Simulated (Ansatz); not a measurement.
Cost and result up the ladder for AlH2Cl (4 atoms). Total charge 0; singlet. Geometry: r2SCAN-D4/def2-TZVP.

```csv
atom,x (Å),y (Å),z (Å)
Al1,-0.121,0.049,0.092
H2,0.018,1.449,0.798
H3,-1.364,-0.908,0.230
Cl4,1.466,-0.590,-1.121
```

Ansatz on 4 threads of Arm Neoverse V2 on a shared host. Times are rough, and most runs start from the orbitals of an earlier one. ωB97M-V/def2-TZVP serves as the yardstick here, not as an exact answer. Differences are given only for rows in sets of like size (and for xTB, whose basis is part of the method), since another set adds its own error. Binding counts from free atoms at the same level (Al doublet, H doublet, Cl doublet; other spins of the atoms weren't run), without zero-point energy or a counterpoise term.

B3LYP takes the VWN-RPA correlation. Correlated methods freeze 10 core orbitals.

Correlated methods converge slowly with the basis.

```csv
level,functions,wall time
HF/STO-3G,20,0.05 s
PBE-D4/def2-SVP,46,0.2 s
B3LYP-D4/6-31G,30,0.2 s
PBE0-D4/def2-SVP,46,0.2 s
MP2/def2-TZVP,86,0.2 s
PBE-D4/def2-TZVP,86,0.3 s
CCSD(T)/def2-TZVPP,112,0.65 s
r2SCANh-D4/def2-TZVP,86,0.75 s
r2SCAN0-D4/def2-TZVP,86,0.75 s
BLYP-D4/def2-TZVP,86,0.77 s
r2SCAN-D4/def2-TZVP (with forces),86,0.8 s
PBE0-D4/def2-TZVP,86,0.87 s
ωB97M-V/def2-TZVP,86,0.9 s
B97M-V/def2-TZVP,86,0.95 s
```

(1) Estimate what each level gives for the binding energy per atom (eV).

## Answers

(1) 
```csv
level,binding energy per atom (eV),difference from ωB97M-V/def2-TZVP (eV)
HF/STO-3G,3.37,–
PBE-D4/def2-SVP,2.62,–
B3LYP-D4/6-31G,2.36,–
PBE0-D4/def2-SVP,2.62,–
MP2/def2-TZVP,2.60,-0.09
PBE-D4/def2-TZVP,2.62,-0.07
CCSD(T)/def2-TZVPP,2.62,-0.07
r2SCANh-D4/def2-TZVP,2.68,-0.01
r2SCAN0-D4/def2-TZVP,2.67,-0.03
BLYP-D4/def2-TZVP,2.61,-0.08
r2SCAN-D4/def2-TZVP (with forces),2.69,0.00
PBE0-D4/def2-TZVP,2.62,-0.07
ωB97M-V/def2-TZVP,2.69,0.00
B97M-V/def2-TZVP,2.77,0.08
```
